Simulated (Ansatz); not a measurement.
A calculation with Ansatz (development build ahead of 0.2.0).

```yaml
crystal:
  periodic: [false, false, false]
  atoms:
    - { symbol: Li, position_ang: [0.0, 0.0, 0.0] }
    - { symbol: H, position_ang: [0.0, 0.625, 1.5] }
    - { symbol: H, position_ang: [0.0, -0.625, 1.5] }
basis:
  gaussian: { orbitals: pcseg-2 }
magnetization:
  spin_polarized: true
  initial_magnetization: 1
hamiltonian:
  xc: { name: BLYP }
```

The input is written out in the form of the current development build from the run's settings.

The run gave:

```json
{
  "Converged": "yes",
  "Total energy": "-8.61136 hartree",
  "Spin squared of the determinant": "0.751",
  "Stability test": "saddle"
}
```

Caution: the determinant is a saddle point.
